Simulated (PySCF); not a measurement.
H2P, SMILES [PH2], doublet, PBE0/def2-SVP optimised geometry. Atoms within 1.6 Å of the plane z = 1.2 Å (x, y, z in Å): P1 (-0.70, -0.72, 0.00), H2 (-0.73, 0.72, 0.00), H3 (0.73, -0.72, 0.00).

Level of theory: unrestricted PBE0/def2-TZVP (PySCF).

Map of the HOMO amplitude (α) (bohr^(-3/2)) on the plane z = 1.2 Å; orbital energy -7.22 eV, overall sign arbitrary:

```
|000000000000000000000000000|
|000000000000000000000000000|
|000000000000000000000000000|
|000000000000000000000000000|
|000000000000000000000000000|
|000000000000000000000000000|
|000000000000000000000000000|
|000000000000000000000000000|
|000000001111100000000000000|
|000000111111111000000000000|
|000001112222221110000000000|
|000011223333322110000000000|
|000112234455433211000000000|
|000112345666543221100000000|
|001123456788754321100000000|
|001123467999865321100000000|
|001123468999865321100000000|
|001123467899865321100000000|
|001123456787754321100000000|
|000112345666543221100000000|
|000112234444432211000000000|
|000011223333322110000000000|
|000001112222211110000000000|
|000000111111111000000000000|
|000000001111100000000000000|
|000000000000000000000000000|
|000000000000000000000000000|
```
Scale: ten equal steps from 0.000 (start of '0') to 0.140 (end of '9'), in the order '0123456789'; x runs from -3.00 to 3.00, y from -3.00 (bottom) to 3.00 (top).
